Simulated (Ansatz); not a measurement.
`O=CCC1CO1` + H–F → `FCC1CO1` + `C=O` at 600 K and 1 bar (substitution at a C–C bond).

Calculated with Ansatz (gas phase, PBE0-D4/def2-TZVP geometries, no zero-point term in ΔE). CCSD(T)/CBS is the MP2 limit (def2-TZVPP, def2-QZVPP) plus CCSD(T) − MP2 in def2-TZVPP, frozen cores. This one scheme is used for every species. Each species was taken in one conformer, which may not be the lowest.

```tsv
species	CCSD(T)/CBS energy (Eh)	H − E (kJ/mol)	S (J/(mol·K))
`O=CCC1CO1`	-306.10206	308.1	418.1
H–F	-100.39570	42.3	194.0
`FCC1CO1`	-292.07179	255.1	373.7
`C=O`	-114.39408	92.5	246.7
```

H − E and S are ideal-gas, rigid-rotor, harmonic terms from PBE0-D4/def2-TZVP, for one conformer and one mirror image of each species. 1 Eh = 2625.50 kJ/mol, R = 8.31446 J/(mol·K).

Question: By hand: ΔE, ΔH, ΔS and ΔG.

Answer: ΔE = (-292.07179) + (-114.39408) − (-306.10206) − (-100.39570) = 0.03189 Eh = 83.7 kJ/mol. Δ(H − E) = 255.1 + 92.5 − 308.1 − 42.3 = -2.8, so ΔH = 80.9 kJ/mol. ΔS = 373.7 + 246.7 − 418.1 − 194.0 = 8.3 J/(mol·K). ΔG = 80.9 − 600 × (8.3)/1000 = 75.9 kJ/mol.

Question: By hand: the equilibrium constant, and the temperature at which ΔG would vanish if ΔH and ΔS stayed fixed.

Answer: log₁₀ K = −ΔG/(RT ln 10) = -6.6. ΔG = 0 at ΔH/ΔS = 9747 K, far beyond where these terms or the molecules hold.

The number of gas molecules stays the same, so ΔS is small and ΔH decides. A doubt of 5 kJ/mol in ΔE shifts log₁₀ K by 0.4 here. Other conformers and mirror images would add mixing entropy, several J/(mol·K) or more a flexible species. These are equilibria of isolated gas molecules and say nothing of rates. Largest T1 diagnostic: 0.015 (customary marks: 0.02 for closed shells, 0.045 for open ones).
